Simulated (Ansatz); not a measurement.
A made-up structure of CH3OS, doublet:

```
atom    x (Å)    y (Å)    z (Å)
  C1  -0.3570   0.2746  -0.1673
  O2   0.6185  -0.0335   0.8289
  S3   1.5452  -1.3248   0.5578
  H4  -1.0649  -0.5499  -0.2692
  H5   0.1292   0.4613  -1.1265
  H6   2.3380  -2.3979   0.8213
```

It is relaxed with PBE-D4/def2-SVP and then PBE0-D4/def2-TZVP (Ansatz 0.2.0). Atoms count as bonded within 1.22 times the sum of their covalent radii (H–H: 0.88 Å). The end point is not checked to be a true minimum.

Question: Does its bonding change? (Judge from chemistry; the calculation decides.)

Answer: By the calculation: Yes. Formed: none; broken: O2–S3.

Where it ends: The first stage lowers the energy by 4.12 eV in 14 steps. It ends as a complex of CH₂O ([CH2][O]) + HS:
C1  (-0.145, 0.233, -0.275)
O2  (1.015, 0.227, 0.029)
S3  (1.743, -2.497, 0.254)
H4  (-0.727, -0.702, -0.365)
H5  (-0.681, 1.180, -0.477)
H6  (2.004, -2.012, 1.479)
(Å)

Labels in which every atom is bracketed show which atoms are joined, not bond orders.

For scale, one of the runs: PBE0-D4/def2-TZVP relaxation, 117 basis functions, launched by `ansatz run in.yaml --threads 2 --pin off --events-out ev --progress --plain --max-ram 4352MiB`. The run took about 56 s on 2 CPU threads of an Arm Neoverse V2 (shared host).
